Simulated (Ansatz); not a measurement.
System: PbO (Pbcm, No. 57). Method: LDA (Ansatz, a program for electronic structure, plane waves, PAW).

Run with plane-wave cutoff 520 eV, 8×6×6 k mesh (along the axes of the cell as run), Fermi–Dirac smearing 0.01 eV, scalar-relativistic PAW data made under PBE.

A third-order Birch–Murnaghan fit to the energies gives V0 = 18.262 Å³/atom, B0 = 25.9 GPa, B′ = 10.4.

```tsv
V (Å³/atom)	P (GPa)
17.532	…
17.897	…
18.262	0.001
18.627	…
18.993	…
```

Q: Estimate the withheld pressures from this fit; the answers are the runs' own values.

A: 
- 17.532, P (GPa): 1.300
- 17.897, P (GPa): 0.585
- 18.627, P (GPa): -0.462
- 18.993, P (GPa): -0.822

The formula P = (3/2) B0 (x^(7/3) − x^(5/3)) [1 + (3/4)(B′ − 4)(x^(2/3) − 1)] with x = V0/V meets the computed pressures within 0.01 GPa when these rounded values are put in.

Shape and atoms are relaxed at each volume.

Note: the bulk modulus comes from volumes at which shape and atoms were relaxed.

Spin–orbit coupling is not included; it can shift volumes and moduli of such heavy elements.

Static lattice: no zero-point or thermal effects.

It cost very roughly 16 core-minutes of CPU time.
